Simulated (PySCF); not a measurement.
Numbering as in the mapped SMILES `[F:1][C:2]([F:3])([F:4])[SH:5]`. Each H is labelled by its parent atom.

PySCF 2.14 calculation with PBE0-D3(BJ)/def2-SVP structure and shielding tensors at PBE/pcSseg-2 (GIAO); a single conformation, isolated molecule, rapidly exchanging positions averaged, non-relativistic.

References, each an isolated molecule treated in the same way: TMS for 13C (179.39 ppm), 1H (31.18 ppm); 19F (142.93 ppm) against CFCl3; 33S (497.38 ppm) vs CS2.

```tsv
atoms	nucleus	count	δ (ppm)
C2	13C	1	148.9
F1/F3/F4	19F	3	?
H(S5)	1H	1	3.34
S5	33S	1	?
```

Complete the table.

## Answers


- F1/F3/F4: -51.9 ppm, fluorine of an SCF3 group
- S5: 56 ppm, thiol sulfur

Exchangeable OH/NH protons stand at their gas-phase positions; hydrogen bonding in a real sample shifts them, mostly to higher δ. Shifts are as computed, not scaled to solution data. Of 1211 compounds with measured shifts, 218 miss one by over three times the rms of a fit or turn the order of signals round; such compounds aren't used in these exercises. Unscaled 19F shifts against computed CFCl3 carry errors that often reach 10 to 50 ppm.
